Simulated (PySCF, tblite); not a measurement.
# PH3: calculation against experiment

**The experiment to reproduce.**

From NIST CCCBDB Release 22 (SRD 101), experimental dipoles, for the gas: dipole moment (microwave Stark effect) 0.58 D.

CRC Handbook of Chemistry and Physics lists, for the gas at 298.15 K: standard entropy 210.2 J/(mol K).

The results are set against them at the end.

Species: PH3.
Numbering: `[PH3:1]` (hydrogens: H2, H3, H4 on P1)

Structure used (GFN2-xTB), in Å, numbered top down from 1:
```
atom  x, y, z in Å
P1    -0.001    0.003    0.570
H2    -0.559    1.009   -0.206
H3     1.158   -0.016   -0.190
H4    -0.588   -0.991   -0.198
```

The PySCF runs (gas phase, on this GFN2-xTB geometry; no spin–orbit coupling):

| level | job | basis functions | wall time |
| --- | --- | --- | --- |
| PBE0/pcSseg-1 | shieldings, charges and field gradients | 39 | 1.1 s |

Hardware: one thread, x86-64 server, shared host.

GFN2-xTB wavenumbers (cm⁻¹, harmonic, unscaled, at the method's own geometry): 1132, 1151, 1151, 2283, 2392, 2393. Point group C3v, symmetry number 3. Entropy at 298.15 K and 1 bar in J/(mol K): translation 152.8, rotation 55.9, vibration 0.7.

Results beside the measurements:

**Dipole moment.** Measured: 0.58 D (NIST CCCBDB Release 22 (SRD 101), experimental dipoles).

```
        level  computed (D)  computed − measured (D)  % (from the printed values)
PBE0/pcSseg-1          1.03                    +0.45                          +78
```

The computed dipoles belong to one fixed geometry; measured ones are averaged over vibrations unless marked μe. Magnitudes are compared, not signs.

**Standard entropy at 298.15 K.** Measured: 210.2 J/(mol K) (298.15 K; CRC Handbook of Chemistry and Physics).

| level | computed (J/(mol K)) | computed − measured (J/(mol K)) | % (from the printed values) |
| --- | --- | --- | --- |
| GFN2-xTB, rigid rotor and harmonic oscillator | 209.4 | -0.8 | 0 |

Ideal gas at 1 bar, most abundant isotopes; table values of this kind come from calorimetry or from spectroscopic constants.

The geometry is computed, not the measured one. Where a level misses, the cause wasn't examined.
